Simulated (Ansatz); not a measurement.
This geometry of CH2NO2 (6 atoms, charge -1, multiplicity 1) is a first-order saddle point.

All numbers below come from RKS CAM-B3LYP-D4/def2-SVP (Ansatz 0.2.0).

```xyz
6
Properties=species:S:1:pos:R:3
N 1.142 -0.005 -0.321
C -0.155 -0.100 -0.190
O -0.960 -1.003 -0.470
O -0.735 1.088 0.391
H 1.423 -0.895 -0.749
H -0.714 0.916 1.338
```

(1) Which two structures does it join? (They come from a converged band through this point; their orientation in space is the band's.)

(2) How far does it lie above each of them?

## Answers

(1) No bond is made or broken. The dihedral N1–C2–O4–H6 goes from -180 to 0°.

First end point:

```xyz
6
Properties=species:S:1:pos:R:3
N 1.135 0.106 -0.655
C -0.001 -0.066 -0.037
O -0.835 -1.002 -0.036
O -0.357 1.016 0.794
H 1.256 -0.748 -1.208
H -1.198 0.694 1.141
```

Last end point:

```xyz
6
Properties=species:S:1:pos:R:3
N 0.887 0.097 -0.504
C -0.267 -0.266 0.019
O -0.968 -1.278 -0.106
O -0.764 0.727 0.887
H 1.178 -0.670 -1.115
H -0.065 1.391 0.818
```

(2) 39.2 kJ/mol above the first and 43.4 kJ/mol above the second. This is the barrier of this one path; another mechanism may lie lower. Limits of this set-up: an anion without diffuse functions, the dipole of an ion depends on the origin.

The run took 71 s on 1 thread of Intel(R) Xeon(R) Platinum 8488C (Sapphire Rapids) (shared host), peak memory 0.23 GiB.
